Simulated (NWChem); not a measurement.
System: dimethyl ether (C₂H₆O); SMILES COC

Here is an NWChem input.

```
start job
memory heap 200 mb stack 900 mb global 1100 mb
geometry units angstroms noautosym nocenter noautoz
  C      1.161079     0.000000     0.184739
  O      0.000000     0.000000    -0.581115
  C     -1.161079     0.000000     0.184739
  H      1.233042    -0.895231     0.836189
  H      1.233042     0.895231     0.836189
  H      2.021460     0.000000    -0.499582
  H     -1.233042    -0.895231     0.836189
  H     -2.021460     0.000000    -0.499582
  H     -1.233042     0.895231     0.836189
end
basis spherical
  C library 6-31+g*
  O library 6-31+g*
  H library 6-31+g*
end
dft
  xc hfexch
  iterations 150
end
property
  response 1 0.0
end
task dft property
```

Output (shortened):

```
             Northwest Computational Chemistry Package (NWChem) 7.3.0
             --------------------------------------------------------

                             Geometry "geometry" -> ""
                             -------------------------

 Output coordinates in angstroms (scale by  1.889725989 to convert to a.u.)

  No.       Tag          Charge          X              Y              Z
 ---- ---------------- ---------- -------------- -------------- --------------
    1 C                    6.0000     1.16107900     0.00000000     0.18473900
    2 O                    8.0000     0.00000000     0.00000000    -0.58111500
    3 C                    6.0000    -1.16107900     0.00000000     0.18473900
    4 H                    1.0000     1.23304200    -0.89523100     0.83618900
    5 H                    1.0000     1.23304200     0.89523100     0.83618900
    6 H                    1.0000     2.02146000     0.00000000    -0.49958200
    7 H                    1.0000    -1.23304200    -0.89523100     0.83618900
    8 H                    1.0000    -2.02146000     0.00000000    -0.49958200
    9 H                    1.0000    -1.23304200     0.89523100     0.83618900

 Effective nuclear repulsion energy (a.u.)      84.3016808458

  xc_inp: hfexch multiplicative factor not found.
                              NWChem Property Module
                              ----------------------

                                 NWChem DFT Module
                                 -----------------

 Summary of "ao basis" -> "ao basis" (spherical)
 ------------------------------------------------------------------------------
       Tag                 Description            Shells   Functions and Types
 ---------------- ------------------------------  ------  ---------------------
 C                          6-31+g*                  8       18   4s3p1d
 O                          6-31+g*                  8       18   4s3p1d
 H                          6-31+g*                  2        2   2s

            General Information
            -------------------
          SCF calculation type: DFT
          Wavefunction type:  closed shell.
          No. of atoms     :     9
          No. of electrons :    26
           Alpha electrons :    13
            Beta electrons :    13
          Charge           :     0
          Spin multiplicity:     1
          Use of symmetry is: off; symmetry adaption is: off
          Maximum number of iterations: 150
          AO basis - number of functions:    66
                     number of shells:    36
          Convergence on energy requested:  1.00D-06
          Convergence on density requested:  1.00D-05
          Convergence on gradient requested:  5.00D-04

              XC Information
              --------------
                     Hartree-Fock (Exact) Exchange  1.000

      Superposition of Atomic Density Guess
      -------------------------------------

 Sum of atomic energies:        -153.07312017

      Non-variational initial energy
      ------------------------------

 Total energy =    -154.762641
 1-e energy   =    -373.452322
 2-e energy   =     134.388000
 HOMO         =      -0.340257
 LUMO         =       0.057861

   convergence    iter        energy       DeltaE   RMS-Dens  Diis-err
 ---------------- ----- ----------------- --------- --------- ---------
 d= 0,ls=0.0,diis     1   -154.0258974843 -2.38D+02  5.85D-03  3.00D-01
 d= 0,ls=0.0,diis     2   -154.0602778809 -3.44D-02  2.16D-03  6.10D-02
 d= 0,ls=0.0,diis     3   -154.0660945548 -5.82D-03  8.06D-04  5.95D-03
 d= 0,ls=0.0,diis     4   -154.0667937470 -6.99D-04  1.60D-04  8.65D-05
 d= 0,ls=0.0,diis     5   -154.0668094122 -1.57D-05  5.24D-05  6.36D-06
  Resetting Diis
 d= 0,ls=0.0,diis     6   -154.0668107949 -1.38D-06  1.35D-05  2.61D-07
 d= 0,ls=0.0,diis     7   -154.0668108758 -8.09D-08  2.11D-06  1.31D-08

         Total DFT energy =     -154.066810875782
      One electron energy =     -376.132671702385
           Coulomb energy =      158.490599597218
    Exchange-Corr. energy =      -20.726419616425
 Nuclear repulsion energy =       84.301680845811

 Numeric. integr. density =        0.000000000000

                       DFT Final Molecular Orbital Analysis
                       ------------------------------------

 Vector   11  Occ=2.000000D+00  E=-5.277400D-01
              MO Center=  5.4D-14,  2.0D-14, -6.8D-02, r^2= 3.3D+00
   Bfn.  Coefficient  Atom+Function         Bfn.  Coefficient  Atom+Function
  ----- ------------  ---------------      ----- ------------  ---------------
     3      0.260586  1 C  px                39      0.260586  3 C  px
    59      0.211532  6 H  s                 63     -0.211532  8 H  s
     5     -0.187734  1 C  pz                41      0.187734  3 C  pz
    21     -0.178943  2 O  px                60      0.163780  6 H  s
    64     -0.163780  8 H  s                  7      0.142448  1 C  px

[...]

 DFT Linear Response polarizability / au
 Frequency  =       0.0000000 / au
              X              Y              Z
 -----------------------------------------------
 X      30.4702382      0.0000000      0.0000000
 Y      -0.0000000     26.1360858     -0.0000000
 Z       0.0000000      0.0000000     25.8784544
 -----------------------------------------------
 Eigenvalues =      30.4702382     26.1360858     25.8784544
 Isotropic   =      27.4949261
 Anisotropic =       4.4685416
 -----------------------------------------------

 Magnetic Dipole Response Matrix (nonzero elements):

 Exiting AOResponse driver routine
```

Level: Hartree-Fock/6-31+G* (spherical d). All runs use the structure optimised with PBE0/def2-SVP.
